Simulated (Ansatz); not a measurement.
Input file:

```yaml
crystal:
  periodic: [false, false, false]
  atoms:
    - {symbol: Si, position_ang: [0.000000, 0.000000, 0.000000]}
    - {symbol: As, position_ang: [0.000000, 0.000000, 2.453600]}
basis:
  gaussian: {orbitals: cc-pVTZ}
total_charge: 1
magnetization: {spin_polarized: false, initial_magnetization: 4}
correlation: {method: ccsdt_q, electrons: outside_noble_gas}
```

```sh
$ ansatz run in.yaml --threads 1 --pin off --events-out ev --progress --plain --max-ram 2393MiB
```

Output:

```
846 factors; integrals over basis functions are off by at most 1.7e-7 eV
mean field evaluation 1: about -68649.0034 eV, gradient 6.9e0 eV
mean field evaluation 2: about -68649.1461 eV, gradient 7.0e0 eV
mean field evaluation 4: about -68649.5910 eV, gradient 1.0e0 eV
mean field evaluation 8: about -68649.6039 eV, gradient 3.0e-1 eV
mean field evaluation 16: about -68649.6062 eV, gradient 2.7e-6 eV
mean field evaluation 32: about -68649.6062 eV, gradient 1.1e-3 eV
mean field evaluation 64: about -68645.4470 eV, gradient 9.3e0 eV
mean field evaluation 96: about -68645.9495 eV, gradient 2.8e-1 eV
mean field evaluation 128: about -68645.9493 eV, gradient 6.1e-4 eV
mean field evaluation 160: about -68641.1123 eV, gradient 4.8e-4 eV
...
cycle   7  -4.74643842 eV  change    3.1e-3 eV  update   1.3e-3
cycle   8  -4.74789527 eV  change   -1.5e-3 eV  update   5.1e-4
cycle   9  -4.74805757 eV  change   -1.6e-4 eV  update   1.8e-4
cycle  10  -4.74766272 eV  change    3.9e-4 eV  update   7.7e-5
cycle  11  -4.74771533 eV  change   -5.3e-5 eV  update   3.4e-5
cycle  12  -4.74774352 eV  change   -2.8e-5 eV  update   1.3e-5
cycle  13  -4.74775649 eV  change   -1.3e-5 eV  update   6.5e-6
cycle  14  -4.74775879 eV  change   -2.3e-6 eV  update   2.6e-6
cycle  15  -4.74775559 eV  change    3.2e-6 eV  update   1.1e-6
cycle  16  -4.74775505 eV  change    5.4e-7 eV  update   4.0e-7
perturbative correction -0.01058982 eV, -0.0003891688 hartree
Total energy: -68654.36451064 eV, -2523.0013601664 hartree
```

Ran on 1 thread of Intel Xeon, shared host: 45 s wall, 0.59 GiB peak host memory.
